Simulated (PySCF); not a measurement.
Several orderings of computed values.

Each SMILES stands for a single optimised conformer of the isolated species, non-relativistic unless stated. Electronic properties by PySCF.

The conformers computed, where there is a choice (atom-mapped SMILES and torsion angles):
- `[CH3:1][CH2:2][CH2:3][S:4][SiH3:5]`: C1–C2–C3–S4 60°, C2–C3–S4–Si5 68°
- `[O:1]=[C:2]=[N:3][c:4]1[cH:5][cH:6][cH:7][cH:8][c:9]1[F:10]`: C2–N3–C4–C5 -179°
- `[CH3:1][C:2](=[O:3])[SiH2:4][NH:5][GeH3:6]`: C1–C2–Si4–N5 6°, C2–Si4–N5–Ge6 -99°
- `[BH2:1][SiH2:2][NH:3][SiH3:4]`: B1–Si2–N3–Si4 -38°
- `[SiH3:1][N:2]([SiH3:3])[BH:4][PH2:5]`: Si1–N2–B4–P5 -174°, H–P5–B4–N2 -139°, H–P5–B4–N2 -41°
- `[SiH3:1][CH2:2][SiH2:3][N:4]([SiH3:5])[SiH3:6]`: Si1–C2–Si3–N4 -33°, C2–Si3–N4–Si5 -67°
- `[BH2:1][Si@@H:2]([NH2:3])[SiH3:4]`: H–N3–Si2–B1 172°, H–N3–Si2–B1 -48°

(1) Rank by HOMO energy, lowest first (PBE0/def2-SVPD at PBE0-D3(BJ)/def2-SVP geometries).
A. `CCCS[SiH3]`
B. `B[SiH2]N[SiH3]`
C. `CC(=O)[SiH2][NH][GeH3]`
D. `O=C=Nc1ccccc1F`

(2) By how much do the two ends of that ranking differ?

(3) Rank by HOMO–LUMO gap, highest first (PBE0/def2-SVPD at PBE0-D3(BJ)/def2-SVP geometries).
A. `c1cccc(N=C=O)c1F`
B. `B[SiH2]N[SiH3]`
C. `N([SiH3])([SiH3])BP`
D. `C(CS[SiH3])C`
E. `CC(=O)[SiH2][NH][GeH3]`

(4) By how much do the two ends of that ranking differ?

(5) Rank by lowest singlet excitation, lowest first (TDDFT PBE0/def2-SVPD at PBE0-D3(BJ)/def2-SVP geometries).
A. `O=C=Nc1ccccc1F`
B. `[SiH3]N([SiH3])BP`
C. `CCCS[SiH3]`
D. `CC(=O)[SiH2][NH][GeH3]`
E. `B[SiH2]N[SiH3]`

(6) By how much do the two ends of that ranking differ?

(7) Rank by vertical ionisation energy, highest first (ΔSCF wB97X-D/def2-SVPD at PBE0-D3(BJ)/def2-SVP geometries).
A. `[SiH3]C[SiH2]N([SiH3])[SiH3]` (CH13NSi4)
B. `[Ga]([C]#N)([Cl])[Cl]` (CCl2GaN)
C. `O=NF` (FNO)
D. `C#CC(F)(F)F` (C3HF3)

(8) Give the two extremes of that set in kJ/mol.

(9) Rank by static isotropic polarisability, lowest first (PBE0/def2-SVPD at PBE0-D3(BJ)/def2-SVP geometries).
A. `N([SiH2]B)[SiH3]`
B. `c1(F)ccccc1N=C=O`
C. `CCCS[SiH3]`
D. `[SiH3]N([SiH3])BP`

(10) Rank by smallest rotational constant, highest first (PBE0-D3(BJ)/def2-SVP).
A. `O=C=Nc1ccccc1F` (C7H4FNO)
B. `[SiH3]N(BP)[SiH3]` (BH9NPSi2)
C. `N[Si@@H]([SiH3])B` (BH8NSi2)
D. `[SiH3]C[SiH2]N([SiH3])[SiH3]` (CH13NSi4)
E. `CC(=O)[SiH2][NH][GeH3]` (C2H9GeNOSi)
F. `O=NF` (FNO)

(11) Give the two extremes of that set in cm⁻¹.

Results:

(1) B (-7.32 eV), D (-7.12 eV), A (-6.92 eV), C (-6.57 eV).

(2) By 0.75 eV, between `CC(=O)[SiH2][NH][GeH3]` and `B[SiH2]N[SiH3]`.

(3) D (7.04 eV), C (6.51 eV), A (6.07 eV), E (5.42 eV), B (4.92 eV).

(4) By 2.12 eV, between `CCCS[SiH3]` and `B[SiH2]N[SiH3]`.

(5) D (3.41 eV), E (3.72 eV), A (5.11 eV), B (5.40 eV), C (5.59 eV).

(6) By 2.18 eV, between `CCCS[SiH3]` and `CC(=O)[SiH2][NH][GeH3]`.

(7) C (13.19 eV), B (12.36 eV), D (11.97 eV), A (9.30 eV).

(8) `[SiH3]C[SiH2]N([SiH3])[SiH3]`: 897 kJ/mol; `O=NF` (nitrosyl fluoride): 1273 kJ/mol.

(9) A (79.0 au), C (87.4 au), B (92.8 au), D (104.5 au).

(10) F (11.078 GHz), C (2.109 GHz), B (1.011 GHz), D (0.897 GHz), A (0.730 GHz), E (0.647 GHz).

(11) `CC(=O)[SiH2][NH][GeH3]`: 0.0216 cm⁻¹; `O=NF` (nitrosyl fluoride): 0.3695 cm⁻¹.
